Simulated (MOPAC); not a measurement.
MOPAC input (AM1):

```
AM1 FORCE THERMO(298,298) PRECISE LET GEO-OK AUX(PRECISION=9) THREADS=1
C3H9N

N     0.00234765 1    0.00133826 1    0.32884779 1
C     0.00340454 1    1.39124687 1   -0.06658893 1
C     1.20269514 1   -0.69935557 1   -0.06663894 1
C    -1.20740283 1   -0.69263440 1   -0.04947347 1
H    -0.00413266 1    1.53596054 1   -1.18220908 1
H     0.91916753 1    1.88698384 1    0.34945008 1
H    -0.90356258 1    1.89207365 1    0.36242950 1
H     1.32378710 1   -0.77887134 1   -1.18226446 1
H     1.17719886 1   -1.73511312 1    0.36234075 1
H     2.09291692 1   -0.15909544 1    0.34940222 1
H    -1.34481608 1   -0.77144006 1   -1.16325544 1
H    -2.08858824 1   -0.14744061 1    0.37918174 1
H    -1.18157516 1   -1.72853641 1    0.37914592 1
```

From the last part of the output:

```
     H   13   5.303656

          HEAT OF FORMATION =      -1.764933 KCALS/MOLE

          ZERO POINT ENERGY      75.084 KCAL/MOL

           NORMAL COORDINATE ANALYSIS (Total motion = 1 Angstrom)

   Root No.       1         2         3         4         5         6         7         8

                 1 A2      1 E       1 E       1 A1      2 E       2 E       2 A2      3 E

                 140.6     161.6     161.6     364.2     473.8     473.8    1075.0    1077.7

           1   -0.0000    0.0000    0.0000    0.0250   -0.0130   -0.0387   -0.0000   -0.0005
           2    0.0000    0.0000   -0.0000    0.0379   -0.0352    0.0167    0.0000    0.0001
           3    0.0000   -0.0000   -0.0000    0.0810    0.0205    0.0042   -0.0000    0.0001
           4   -0.0000    0.0001    0.0005    0.0134   -0.0125   -0.0373   -0.0000    0.0098
           5    0.0027    0.0056    0.0081   -0.0111    0.0534   -0.0113    0.0235    0.0159
           6   -0.0013    0.0011    0.0192   -0.0237   -0.0199    0.0202   -0.0110    0.0323
           7   -0.0025    0.0085   -0.0020   -0.0154    0.0514    0.0172   -0.0216   -0.0123
           8   -0.0011    0.0040   -0.0012    0.0080   -0.0068    0.0393   -0.0092   -0.0112
           9    0.0013    0.0131   -0.0137   -0.0237   -0.0103   -0.0263    0.0110   -0.0149
          10    0.0025   -0.0087    0.0009   -0.0154   -0.0307    0.0443    0.0216   -0.0117
          11   -0.0017   -0.0101   -0.0068   -0.0233   -0.0246   -0.0385   -0.0143   -0.0020
          12    0.0000   -0.0139   -0.0054   -0.0090    0.0175    0.0035   -0.0000   -0.0143
          13   -0.0000   -0.0026   -0.0163    0.1120   -0.0175   -0.0521    0.0000    0.2165
          14    0.1033    0.1522   -0.0135   -0.0293    0.0716   -0.0141   -0.0340   -0.0279
          15   -0.0482   -0.0661    0.0376   -0.0626   -0.0259    0.0291    0.0159   -0.0569
          16   -0.0071   -0.0130    0.0108   -0.0350   -0.0916   -0.0018    0.1294   -0.0904
          17   -0.0863   -0.1187    0.0326   -0.0260    0.1137   -0.0304   -0.0370   -0.0242
          18   -0.0649   -0.0893    0.0404   -0.0557   -0.0153    0.0236    0.0093   -0.0423
          19    0.0071    0.0157    0.0059   -0.0350    0.0722   -0.0559   -0.1294   -0.0977
          20   -0.0056   -0.0041    0.0121   -0.0260    0.0905   -0.0203   -0.0309   -0.0188
          21    0.1078    0.1564   -0.0009   -0.0557   -0.0668    0.0396    0.0224   -0.0442
          22   -0.0950    0.1021    0.1007   -0.0707    0.0698    0.0215    0.0313    0.0735
          23   -0.0404    0.0299    0.0541    0.0916   -0.0103    0.0538    0.0133   -0.1007
          24    0.0482   -0.0256   -0.0733   -0.0626   -0.0123   -0.0368   -0.0159    0.0260
          25    0.0079   -0.0018   -0.0134   -0.0102    0.0519    0.0186   -0.0222   -0.0179
          26   -0.0043    0.0161    0.0011   -0.0424    0.0701    0.0943    0.1312    0.0968
          27   -0.1078    0.1169    0.1072   -0.0557   -0.0458   -0.0624   -0.0224    0.0164
          28    0.0766   -0.0618   -0.0903   -0.0103    0.1184    0.0798    0.0846    0.0211
          29    0.0402   -0.0294   -0.0568   -0.0424   -0.0420   -0.0031   -0.1047    0.0192
          30    0.0649   -0.0413   -0.0912   -0.0557   -0.0047   -0.0277   -0.0093    0.0208
          31    0.0950   -0.0654    0.1292   -0.0707   -0.0428    0.0588   -0.0313    0.0612
          32   -0.0629    0.0085   -0.0990   -0.1068   -0.0357   -0.0519    0.0207    0.0638
          33   -0.0000   -0.0079   -0.0031    0.0301    0.0233    0.0047    0.0000   -0.0474
          34   -0.0766    0.0305   -0.1060   -0.0103   -0.0464    0.1343   -0.0846    0.0256
          35   -0.0239    0.0017   -0.0360   -0.0155   -0.0303   -0.0015   -0.0600    0.0088
          36   -0.0725    0.0148   -0.1129   -0.0682    0.0160   -0.0371    0.0863    0.0134
          37   -0.0079   -0.0024   -0.0133   -0.0102   -0.0303    0.0458    0.0222   -0.0159
          38    0.0799   -0.0498    0.1034   -0.0155   -0.0015   -0.1344    0.1014   -0.0494
          39    0.0725   -0.0611    0.0949   -0.0682    0.0000    0.0404   -0.0863    0.0750

   Root No.       9        10        11        12        13        14        15        16

                 3 E       2 A1      4 E       4 E       3 A1      5 E       5 E       3 A2

                1077.7    1103.8    1129.6    1129.6    1173.0    1374.5    1374.5    1376.1

           1   -0.0000   -0.0058   -0.0033    0.0124    0.0137    0.0024   -0.0005    0.0000
           2   -0.0005   -0.0087   -0.0113   -0.0046    0.0207   -0.0008   -0.0022    0.0000
           3    0.0002   -0.0186    0.0063   -0.0017    0.0443   -0.0004    0.0012   -0.0000
           4    0.0007    0.0600    0.0080   -0.0298   -0.0099   -0.0033    0.0007    0.0000
           5   -0.0078   -0.0067   -0.0386   -0.0041   -0.0112   -0.0056    0.0122   -0.0132
           6    0.0065   -0.0143    0.0139    0.0173   -0.0241   -0.0179   -0.0012    0.0062
           7    0.0041   -0.0296   -0.0375    0.0125   -0.0065   -0.0032    0.0112    0.0121
           8    0.0109    0.0526    0.0078    0.0290   -0.0135    0.0011    0.0075    0.0052
           9    0.0302   -0.0143    0.0035   -0.0219   -0.0241    0.0153    0.0094   -0.0062
          10   -0.0058   -0.0296    0.0262    0.0296   -0.0065   -0.0076   -0.0088   -0.0121
          11   -0.0166   -0.0447    0.0198   -0.0295   -0.0098    0.0091   -0.0068    0.0080
          12   -0.0300    0.0311   -0.0112    0.0030   -0.0258    0.0048   -0.0151   -0.0000
          13    0.0156    0.0333   -0.0085    0.0315   -0.1539    0.0672   -0.0146   -0.0000
          14    0.0144   -0.0017    0.0354    0.0034    0.0198   -0.0344   -0.0864    0.1311
          15   -0.0118   -0.0037   -0.0125   -0.0165    0.0423   -0.0226    0.0488   -0.0612
          16   -0.0604    0.1145   -0.1513   -0.1184    0.0515   -0.0249   -0.0221    0.0474
          17    0.0157   -0.0030    0.0406    0.0128    0.0229    0.1288   -0.0627    0.0460
          18   -0.0069    0.0133   -0.0062   -0.0138    0.0294    0.0721   -0.0560    0.0566
          19    0.0468    0.1145    0.1902   -0.0266    0.0515   -0.0134    0.0304   -0.0474
          20    0.0128    0.0121    0.0361   -0.0008    0.0079   -0.0237    0.0138   -0.0139
          21   -0.0141    0.0062   -0.0240   -0.0128    0.0365    0.1669    0.0162   -0.0716
          22   -0.0848   -0.0146    0.0357   -0.0099    0.0784    0.0900   -0.0267   -0.1206
          23    0.1647    0.0300   -0.0099   -0.0293   -0.1339   -0.0120   -0.0665   -0.0512
          24   -0.0533   -0.0037   -0.0026    0.0205    0.0423   -0.0099    0.0528    0.0612
          25    0.0128   -0.0336   -0.0405    0.0121   -0.0129    0.0130    0.0102   -0.0058
          26   -0.0491    0.1101    0.1764   -0.0729    0.0505   -0.0018    0.0397    0.0491
          27   -0.0445    0.0062   -0.0144    0.0231    0.0365   -0.1455   -0.0834    0.0716
          28    0.0340   -0.0475    0.0547   -0.0985    0.0010   -0.0760   -0.1142   -0.0238
          29   -0.1054    0.1042   -0.0550    0.1517    0.0564    0.0037   -0.0525   -0.0617
          30   -0.0385    0.0133    0.0015    0.0150    0.0294   -0.0263   -0.0874   -0.0566
          31    0.0946   -0.0146   -0.0259   -0.0265    0.0784    0.0930   -0.0131    0.1206
          32    0.1573   -0.0221   -0.0210    0.0277    0.1184   -0.0345   -0.0756   -0.0798
          33   -0.0999    0.0206    0.0127   -0.0034   -0.0756   -0.0070    0.0220   -0.0000
          34   -0.0306   -0.0475    0.0020   -0.1126    0.0010   -0.0215    0.1354    0.0238
          35   -0.0372   -0.0567    0.0114   -0.0925   -0.0136   -0.0066    0.0397    0.0039
          36    0.1085    0.0884   -0.0274    0.1297    0.0621    0.0274    0.0934    0.0836
          37   -0.0153   -0.0336    0.0290    0.0308   -0.0129    0.0076   -0.0147    0.0058
          38   -0.0045   -0.0659    0.0752    0.1181   -0.0044   -0.0631    0.1272   -0.0234
          39    0.0777    0.0884   -0.0885   -0.0987    0.0621   -0.0765    0.0603   -0.0836

   Root No.      17        18        19        20        21        22        23        24

                 6 E       6 E       4 A1      7 E       7 E       5 A1      8 E       8 E

                1377.1    1377.1    1383.1    1424.0    1424.0    1485.7    1514.6    1514.6

           1    0.0002    0.0067   -0.0007   -0.0307    0.0079   -0.0015    0.1196   -0.0654
           2    0.0063   -0.0010   -0.0010    0.0111    0.0281   -0.0023    0.0509    0.1141
           3   -0.0030   -0.0016   -0.0022    0.0043   -0.0156   -0.0049   -0.0608   -0.0331
           4   -0.0000   -0.0003   -0.0044   -0.0152    0.0039    0.0339   -0.0982    0.0537
           5   -0.0188    0.0044   -0.0056    0.0002   -0.0051   -0.0014   -0.0091   -0.0151
           6    0.0090    0.0083   -0.0119    0.0037    0.0014   -0.0030    0.0044    0.0069
           7   -0.0059   -0.0168   -0.0034   -0.0021   -0.0085   -0.0145   -0.0169    0.0420
           8   -0.0027   -0.0070   -0.0062    0.0111    0.0086    0.0307   -0.0073   -0.0987
           9    0.0118    0.0031   -0.0119   -0.0038   -0.0007   -0.0030    0.0086    0.0002
          10    0.0050   -0.0171   -0.0034    0.0023    0.0085   -0.0145   -0.0469   -0.0071
          11   -0.0105    0.0074   -0.0051   -0.0059    0.0102   -0.0220   -0.0526   -0.0408
          12   -0.0057   -0.0031   -0.0124    0.0023   -0.0083    0.0216    0.0693    0.0377
          13   -0.0012   -0.0494    0.0640    0.1360   -0.0351   -0.0774    0.0346   -0.0189
          14    0.1670    0.0058   -0.0137   -0.0263   -0.0029    0.0165   -0.0196    0.0057
          15   -0.0774    0.0232   -0.0292   -0.0503    0.0175    0.0353   -0.0359    0.0220
          16    0.0565    0.0001   -0.0126    0.1382   -0.0747   -0.0952   -0.0018   -0.1201
          17    0.0563   -0.0747    0.1049   -0.0453    0.0159    0.0384   -0.0227    0.0331
          18    0.0712   -0.0487    0.0640    0.0309   -0.0180   -0.0238    0.0122   -0.0323
          19   -0.0564    0.0029   -0.0126    0.1569   -0.0014   -0.0952    0.1093    0.0613
          20   -0.0180    0.0115   -0.0182    0.0578   -0.0045   -0.0429    0.0542    0.0034
          21   -0.0932   -0.0840    0.1215   -0.0134    0.0067    0.0142   -0.0090    0.0055
          22    0.1043    0.1164   -0.0376    0.0605    0.0497    0.0454   -0.0042   -0.0321
          23   -0.0015    0.0774    0.0536   -0.0811   -0.0883   -0.0647   -0.0018    0.0274
          24   -0.0225   -0.0777   -0.0292    0.0340    0.0411    0.0353    0.0021   -0.0404
          25    0.0109   -0.0005   -0.0118    0.0088    0.0011   -0.0023   -0.0155    0.0163
          26   -0.0259   -0.0535   -0.0187   -0.1413   -0.0894   -0.1044    0.1140    0.0706
          27   -0.1210   -0.0329    0.1215    0.0080    0.0127    0.0142    0.0005   -0.0101
          28   -0.0416    0.0624    0.1014    0.0593    0.0872    0.0726    0.0608   -0.0553
          29    0.0157    0.0781    0.0294   -0.0614   -0.1104   -0.0726   -0.0946    0.0404
          30   -0.0022    0.0864    0.0640   -0.0172   -0.0315   -0.0238   -0.0235    0.0262
          31   -0.0984    0.1214   -0.0376    0.0292   -0.0728    0.0454    0.0274    0.0195
          32    0.0109   -0.1100   -0.0568    0.0261   -0.1150    0.0686    0.0459    0.0220
          33    0.0161    0.0088    0.0223   -0.0155    0.0557   -0.0270    0.0045    0.0024
          34    0.0446    0.0602    0.1014    0.0101   -0.1051    0.0726    0.0811   -0.0222
          35    0.0126    0.0155    0.0302    0.0005   -0.0536    0.0283    0.0266   -0.0321
          36   -0.0049    0.1157    0.0636   -0.0005    0.1200   -0.0710   -0.0875    0.0480
          37   -0.0109    0.0001   -0.0118    0.0072   -0.0053   -0.0023   -0.0227    0.0046
          38    0.0765    0.0053    0.1052    0.0526   -0.1056    0.0779    0.0125    0.0861
          39    0.0944   -0.0669    0.0636   -0.0614    0.1029   -0.0710   -0.0000   -0.0956

   Root No.      25        26        27        28        29        30        31        32

                 9 E       9 E       6 A1      4 A2     10 E      10 E       7 A1     11 E
```
